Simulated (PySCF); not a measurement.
# Frontier levels across methods

C5H7F.
Z-matrix (Å and degrees, PBE0-D3(BJ)/def2-SVP geometry), rows numbered from 1:
```
C 
C   1  1.4897
C   2  1.3434  1  125.39
C   3  1.4495  2  124.31  1  -179.77
C   4  1.3363  3  123.33  2   179.96
F   5  1.3292  4  122.19  3   179.96
H   1  1.1032  2  111.30  3  -123.74
H   1  1.1000  2  111.80  3    -2.73
H   1  1.1038  2  111.20  3   118.03
H   2  1.0978  1  116.57  3  -179.87
H   3  1.0978  2  118.79  1     0.18
H   4  1.0949  3  118.74  2    -0.08
H   5  1.0950  4  124.90  3    -0.06
```

Basis pcSseg-1 throughout (PySCF), one geometry. Geometry: PBE0-D3(BJ)/def2-SVP, one conformer, isolated molecule.

Question: How do the orbital energies, the gap and the dipole change with the method?

Answer: 
```json
{"method": "BLYP", "kind": "GGA", "HOMO (eV)": "-5.17", "LUMO (eV)": "-1.32", "gap (eV)": "3.85", "μ (D)": "1.53", "SCF cycles": "16"}
{"method": "B97-D", "kind": "GGA", "HOMO (eV)": "-5.29", "LUMO (eV)": "-1.39", "gap (eV)": "3.90", "μ (D)": "1.58", "SCF cycles": "16"}
{"method": "OPBE", "kind": "GGA", "HOMO (eV)": "-5.30", "LUMO (eV)": "-1.38", "gap (eV)": "3.91", "μ (D)": "1.48", "SCF cycles": "16"}
{"method": "PBE", "kind": "GGA", "HOMO (eV)": "-5.34", "LUMO (eV)": "-1.47", "gap (eV)": "3.87", "μ (D)": "1.52", "SCF cycles": "16"}
{"method": "KT3", "kind": "GGA", "HOMO (eV)": "-5.35", "LUMO (eV)": "-1.42", "gap (eV)": "3.92", "μ (D)": "1.51", "SCF cycles": "15"}
{"method": "KT2", "kind": "GGA", "HOMO (eV)": "-5.35", "LUMO (eV)": "-1.44", "gap (eV)": "3.91", "μ (D)": "1.58", "SCF cycles": "15"}
{"method": "BP86", "kind": "GGA", "HOMO (eV)": "-5.44", "LUMO (eV)": "-1.57", "gap (eV)": "3.87", "μ (D)": "1.56", "SCF cycles": "15"}
{"method": "LDA", "kind": "LDA", "HOMO (eV)": "-5.52", "LUMO (eV)": "-1.70", "gap (eV)": "3.83", "μ (D)": "1.66", "SCF cycles": "15"}
{"method": "B97-2", "kind": "global hybrid", "HOMO (eV)": "-6.15", "LUMO (eV)": "-0.62", "gap (eV)": "5.52", "μ (D)": "1.72", "SCF cycles": "14"}
{"method": "B3LYP", "kind": "global hybrid", "HOMO (eV)": "-6.18", "LUMO (eV)": "-0.77", "gap (eV)": "5.41", "μ (D)": "1.71", "SCF cycles": "14"}
{"method": "PBE0", "kind": "global hybrid", "HOMO (eV)": "-6.38", "LUMO (eV)": "-0.57", "gap (eV)": "5.81", "μ (D)": "1.73", "SCF cycles": "14"}
{"method": "mPW1PW91", "kind": "global hybrid", "HOMO (eV)": "-6.41", "LUMO (eV)": "-0.60", "gap (eV)": "5.81", "μ (D)": "1.75", "SCF cycles": "14"}
{"method": "BHandHLYP", "kind": "global hybrid", "HOMO (eV)": "-7.27", "LUMO (eV)": "0.51", "gap (eV)": "7.78", "μ (D)": "1.90", "SCF cycles": "12"}
{"method": "CAM-B3LYP", "kind": "range-separated hybrid", "HOMO (eV)": "-7.60", "LUMO (eV)": "0.55", "gap (eV)": "8.15", "μ (D)": "1.77", "SCF cycles": "13"}
{"method": "wB97X-D", "kind": "range-separated hybrid", "HOMO (eV)": "-8.14", "LUMO (eV)": "1.15", "gap (eV)": "9.30", "μ (D)": "1.78", "SCF cycles": "13"}
{"method": "HF", "kind": "Hartree–Fock", "HOMO (eV)": "-8.54", "LUMO (eV)": "3.26", "gap (eV)": "11.80", "μ (D)": "2.06", "SCF cycles": "11"}
{"method": "LC-wPBE", "kind": "range-separated hybrid", "HOMO (eV)": "-8.90", "LUMO (eV)": "1.61", "gap (eV)": "10.51", "μ (D)": "1.75", "SCF cycles": "13"}
```

The HOMO spans 3.72 eV, from BLYP down to LC-wPBE, and the gap runs from 3.83 eV (LDA) to 11.80 eV (HF). Over the methods BLYP (0 %), B97-D (0 %), OPBE (0 %), PBE (0 %), KT3 (0 %), KT2 (0 %), BP86 (0 %), LDA (0 %), B97-2 (21 %), B3LYP (20 %), PBE0 (25 %), mPW1PW91 (25 %), BHandHLYP (50 %), HF (100 %), a straight line through the gap against the share of exact exchange rises by 0.79 eV for each 10 % (correlation coefficient 1.000). The dipole ranges from 1.48 D (OPBE) to 2.06 D (HF). This basis has no diffuse functions.
